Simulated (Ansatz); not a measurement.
BF3 (SMILES FB(F)F) moved off its minimum; all values from Ansatz (an electronic-structure program), cores frozen in correlated methods.
(charge 0, multiplicity 1)
```xyz
4

B      0.01322     0.04135    -0.05395
F     -1.07457    -0.73150     0.06732
F      0.03981     1.19889    -0.47921
F      1.07764    -0.49021     0.57008
```

### Question
Give the forces (eV/Å), the total energy and the dipole at CCSD(T)/aug-cc-pVTZ.

### Answer

```csv
atom,Fx,Fy,Fz
B1,0.030,-5.139,3.518
F2,0.190,0.786,-0.802
F3,-0.159,3.928,-1.997
F4,-0.060,0.425,-0.720
```
Energy -324.2039 hartree, dipole 0.89 D.
